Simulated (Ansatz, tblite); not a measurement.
# PPPAs tetrahedron (AsP3): charged states by level of theory

An exercise on one series of results from a longer session: the logs are not shown, and one member is left open.

The runs use Ansatz 0.2.0, Gaussian basis; as each input shows.

The runs, in order: charge +1 doublet, at the geometry of the singlet (PBE0-D4/def2-TZVP, PBE-D4/def2-TZVP, r2SCAN-D4/def2-TZVP, CCSD(T)/def2-TZVPP); charge -1 doublet, at the geometry of the singlet (PBE0-D4/def2-TZVPD, PBE-D4/def2-TZVPD, r2SCAN-D4/def2-TZVPD); the starting singlet's energies come from earlier runs.

## The relaxed structure

The singlet was relaxed beforehand with r2SCAN-D4/def2-SVP.

4 atoms, charge 0, spin multiplicity 1.

Atoms are counted from 1 here; the program's logs count them from 0.

Bond lengths: P1–P2 2.216 Å, P1–P3 2.216 Å, P1–As4 2.324 Å, P2–P3 2.216 Å, P2–As4 2.324 Å, P3–As4 2.324 Å. Angles: P2–P1–P3 60.0°, P2–P1–As4 61.5°, P3–P1–As4 61.5°, P1–P2–P3 60.0°, P1–P2–As4 61.5°, P3–P2–As4 61.5°, P1–P3–P2 60.0°, P1–P3–As4 61.5°, P2–P3–As4 61.5°, P1–As4–P2 57.0°, P1–As4–P3 57.0°, P2–As4–P3 57.0°.

The first run:

in.yaml reads:

```yaml
crystal:
  periodic: [false, false, false]
  atoms:
    - {symbol: P, position_ang: [-0.426226, -0.224638, 1.280641]}
    - {symbol: P, position_ang: [0.105888, -1.208764, -0.632305]}
    - {symbol: P, position_ang: [1.246364, 0.561569, 0.057799]}
    - {symbol: As, position_ang: [-0.926016, 0.871833, -0.706145]}
basis:
  gaussian: {orbitals: def2-SVP}
total_charge: 1
magnetization: {spin_polarized: true, initial_magnetization: 1}
hamiltonian: {xc: pbe0, dispersion: d4}
output: {orbitals: {seedname: orbitals}}
```

The run is started by

```sh
> ansatz run in.yaml --threads 4 --pin off --events-out ev --progress --plain --max-ram 3916MiB
```

Steps of the session up to this table: Charge +1 doublet at the fixed geometry, first pass, PBE0-D4/def2-SVP; Charge +1 doublet at the fixed geometry, PBE0-D4/def2-TZVP; Charge +1 doublet at the fixed geometry, PBE-D4/def2-TZVP; Charge +1 doublet at the fixed geometry, r2SCAN-D4/def2-TZVP; Charge +1 doublet at the fixed geometry, CCSD(T)/def2-TZVPP.

One of the session's tables, all rows but one given; the rest of the session is left out.

| method | vertical ionisation energy (eV) |
| --- | --- |
| HF/def2-TZVPP | ? |
| PBE-D4/def2-TZVP | 9.25 |
| r2SCAN-D4/def2-TZVP | 9.37 |
| PBE0-D4/def2-TZVP | 9.35 |
| MP2/def2-TZVPP | 9.56 |
| CCSD/def2-TZVPP | 9.31 |
| CCSD(T)/def2-TZVPP | 9.36 |

Q: Estimate the row for HF/def2-TZVPP from the others.

The run gave: vertical ionisation energy (eV): 8.50. In the column «vertical ionisation energy (eV)» it is the lowest.
